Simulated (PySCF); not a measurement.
Molecule: bis(dimethylamino)methane, C5H14N2.

Bonds (- single, = double, # triple, : aromatic): C1-N2, N2-C3, N2-C4, C4-N5, N5-C6, N5-C7. C1 carries H8, H9, H10; C3 carries H11, H12, H13; C4 carries H14, H15; C6 carries H16, H17, H18; C7 carries H19, H20, H21.

Frames of a GFN2-xTB Langevin trajectory at 200 K; GIAO PBE0/pcSseg-1 shieldings in PySCF 2.14.0 with density-fitted response routines, gas phase, non-relativistic; equivalent atoms averaged within each frame.

δ = σ(ref) − σ, references computed at the same level: 13C (186.93 ppm), 1H (31.72 ppm) vs TMS; 15N (267.73 ppm) against NH3. The references are static minima.

Question: How do the shifts (ppm) fluctuate along the trajectory?

Answer: 
```csv
time (fs),C4,C1/C3/C6/C7,N2/N5,H14/H15,H8/H9/H10/H11/H12/H13/H16/H17/H18/H19/H20/H21
optimised geometry,85.0,44.0,48.1,2.53,2.24
250,98.4,45.9,53.6,2.79,2.13
425,86.6,44.4,42.5,2.89,2.42
625,86.5,47.9,45.9,2.25,2.71
800,95.1,47.3,48.1,3.73,2.48
1000,89.4,43.6,51.4,2.66,2.46
mean of frames,91.2,45.8,48.3,2.86,2.44
standard deviation,5.3,1.8,4.4,0.54,0.21
```

5 frames give an uncertainty of the mean of about the standard deviation over 2.2 at best, since frames this close in time may not be independent; classical motion lacks zero-point vibration, and the reference would need the same averaging.
